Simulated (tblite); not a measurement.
`[CH2][C@@H]1C=C[C@H]1C` [radical] (doublet state). Computed geometry: GFN2-xTB, gas phase. This method treats the open shell by occupation alone, without spin polarisation.

```
atom  x, y, z in Å
C1     2.0289   -0.5848    0.0253
C2     0.7816   -0.0321   -0.4720
C3     0.5770    1.4649   -0.2960
C4    -0.4851    1.3554    0.4900
C5    -0.4906   -0.1486    0.4824
C6    -1.7024   -0.8260   -0.1291
H7     2.4343   -0.2347    0.9556
H8     2.5480   -1.3640   -0.4972
H9     0.5567   -0.3876   -1.4790
H10    1.1526    2.2871   -0.6807
H11   -1.1419    2.0584    0.9701
H12   -0.2430   -0.5998    1.4452
H13   -1.5070   -1.8843   -0.2888
H14   -2.5593   -0.7278    0.5358
H15   -1.9540   -0.3682   -1.0836
```

(1) Where is the centre of mass (commonest isotopes), and what is the radius of gyration?

(2) Which two atoms are farthest apart?

(3) Work out the bond lengths C1–C2, C2–C3, C2–C5, C3=C4, C5–H12, C6–H13, C6–H15 in pm.

(4) How far are the heavy atoms from their best plane (unweighted least squares)?

(5) What are the angles C5–C2–H9, C1–C2–C5, C4–C5–H12, C4–C5–C6?

(6) Write the matrix of distances between heavy atoms (Å, lower triangle).

Results:

(1) Mass 81.070 u; centre at (0.096, 0.167, 0.013) Å; Rg = √(Σ m r²/M) = 1.652 Å. As Ia + Ib + Ic = 2 Σ m r², the three principal moments sum to 442.3 u·Å².

(2) H8···H14 and H8···H11, 5.249 Å down to 5.242 Å.

(3) For C1–C2 the difference vector is (-1.2473, 0.5527, -0.4973) Å, of length 1.4521 Å. C1–C2 145.2; C2–C3 152.1; C2–C5 159.5; C3=C4 132.6; C5–H12 109.2; C6–H13 108.8; C6–H15 108.8 pm.

(4) 0.343 Å rms; C1 0.25, C2 0.40, C3 0.35, C4 0.33, C5 0.42, C6 0.26 Å (magnitudes).

(5) From the scalar product of the two bond vectors; for C5–C2–H9 it is -0.6335 Å² over 1.5947 × 1.0913 Å², cos θ = -0.3640. C5–C2–H9 111.3°; C1–C2–C5 116.9°; C4–C5–H12 114.1°; C4–C5–C6 116.8°.

(6) 
```
C1    0.000
C2    1.452  0.000
C3    2.532  1.521  0.000
C4    3.209  2.111  1.326  0.000
C5    2.598  1.595  2.085  1.504  0.000
C6    3.742  2.630  3.236  2.574  1.517  0.000
```

Its GFN2-xTB frequencies are all real (lowest 104 cm⁻¹).

On Arm Neoverse V2, one thread, no GPU, on a shared host, this took 0.29 s of wall time. That covers the optimisation of the geometry.

One conformer stands for the species.
